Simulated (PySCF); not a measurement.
B3LYP has the VWN-RPA correlation part, as in Gaussian. 

Cartesian coordinates (Å):
SMILES: [NH2]
```xyz
3

N     -0.0014     0.4395     0.0000
H      0.7995    -0.2172     0.0000
H     -0.7981    -0.2223     0.0000
```
Charge 0, spin multiplicity 2.

Question: What is the computed total energy, dipole moment and highest occupied spin orbital (B3LYP-D3(BJ)/def2-TZVP // r2SCAN-D4/def2-SVP (PySCF 2.14.0))?

Answer: 
```json
{
  "total_energy": "-1521.25 eV",
  "dipole_moment": "1.96 D",
  "highest_occupied_spin_orbital": "-8.54 eV"
}
```
